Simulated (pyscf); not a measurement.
Single points on ωB97X-D3(BJ)/def2-SVP structures (PySCF, gas phase). Correlated levels are frozen-core, on RHF or UHF. ΔMP2 is the change of the MP2 total energy from the triple- to the quadruple-zeta basis.

SMILES: [NH2][Zn][OH]
```xyz
6

N      0.3733    -0.8040    -0.9711
Zn     1.0894    -0.0217     0.4940
O      1.9168     0.8596     1.7910
H     -0.6010    -0.6345    -1.2052
H      0.5798    -1.7792    -1.1690
H      1.6441     0.6385     2.6872
```
Charge 0, spin multiplicity 1.

Question: What is the homolytic dissociation enthalpy (298 K, CCSD(T)/def2-TZVPP + ΔMP2(QZVPP)) of the O–Zn bond of H₂N–Zn–OH, to [H₂N–Zn]• + OH•?

Answer: O–Zn to [H₂N–Zn]• + OH•: 103.6 kcal/mol. The radicals are drawn with the spin at the cut bond; how far it spreads was not checked. Other isomers of [H₂N–Zn]• were not searched in full and may lie lower. The CCSD(T) − MP2 part came from Ansatz, without density fitting, on the same reference. The frozen core leaves the outer d or s,p core shells of the metals and heavy elements correlated in the MP2 and CC values, and def2-TZVPP describes them poorly, which can shift differences by a few kcal/mol. Left out: the spin-orbit lowering of OH. Elements up to Kr have no core potential and no relativistic terms here.
